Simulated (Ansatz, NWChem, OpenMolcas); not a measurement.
# Errors in the dipole moment

6 molecules holding an element from Na to Cl; the dipole moment in D, computed less measured. Shapes, held fixed at every level: PBE0-D4/def2-TZVP; PN, SiS at the measured bond length. No vibrational averaging. Dipoles are compared by magnitude; molecules under 1 D, whose direction can flip, are left out. Programs: Ansatz 0.2.0, NWChem 7.3.0, OpenMolcas 26.06. Measured values: NIST CCCBDB.

Levels: A = HF/def2-SVP; B = B3LYP/6-31G* (spherical functions); C = PBE0/def2-SVP.

```tsv
molecule	measured	A	B	C
PN (phosphorus nitride)	2.75	+0.21	-0.30	-0.21
SiS (SMILES [Si-]#[S+])	1.73	+0.36	+0.01	-0.21
PF3 (SMILES FP(F)F)	1.03	+0.52	-0.06	+0.07
CHCl2F (SMILES FC(Cl)Cl)	1.29	+0.27	+0.05	+0.04
SiH3Cl (chlorosilane)	1.31	+0.26	+0.37	+0.06
C2H6S (dimethyl sulfide)	1.50	+0.16	+0.20	+0.07
```

Task: Which level does best on this set, which worst, and which err to one side?

Result: 
| level | kind | mean error | mean absolute error | worst case |
| --- | --- | --- | --- | --- |
| HF/def2-SVP | Hartree–Fock | +0.297 | 0.297 | PF3 |
| B3LYP/6-31G* (spherical functions) | global hybrid | +0.045 | 0.165 | SiH3Cl |
| PBE0/def2-SVP | global hybrid | -0.030 | 0.110 | PN |

On this set PBE0/def2-SVP has the smallest mean absolute error and HF/def2-SVP the largest. HF/def2-SVP is too high in 6 of 6. The levels differ in basis as well as in method. The set is small.
